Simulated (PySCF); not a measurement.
From results back to the method.

Species: 2-propanamine, C₃H₉N.
SMILES: `CC(C)N`

The closed-shell ground state was solved 7 times with PySCF (density fitting, gas phase), always with PBE0, in these basis sets: 6-31G, 6-31G*, IGLO-III, aug-cc-pVDZ, def2-SVPD, pcSseg-0 and pcSseg-2. One conformer (not necessarily the lowest) at the PBE0-D3(BJ)/def2-SVP geometry, without solvent, vibrations or thermal averaging.

```tsv
row	total energy (Eh)	HOMO (eV)	LUMO (eV)	dipole (D)
P	-173.8643	-6.27	1.90	1.63
Q	-174.2208	-6.27	2.36	1.58
R	-174.3486	-6.89	0.62	1.28
S	-174.2668	-6.49	2.45	1.34
T	-174.2982	-6.89	-0.15	1.28
U	-174.3443	-6.89	0.49	1.30
V	-174.1641	-6.90	0.70	1.28
```

Problem. Which basis belongs to which row?

Solution. P = pcSseg-0, Q = 6-31G, R = IGLO-III, S = 6-31G*, T = aug-cc-pVDZ, U = pcSseg-2, V = def2-SVPD. From the lowest total energy up: IGLO-III (230 functions) 0 eV; pcSseg-2 (270 functions) +0.11 eV; aug-cc-pVDZ (173 functions) +1.37 eV; 6-31G* (74 functions) +2.23 eV; 6-31G (54 functions) +3.48 eV; def2-SVPD (152 functions) +5.02 eV; pcSseg-0 (54 functions) +13.18 eV.

The values belong to the conformer `[CH3:1][CH:2]([CH3:3])[NH2:4]`: H–N4–C2–C1 178°, H–N4–C2–C1 61°.
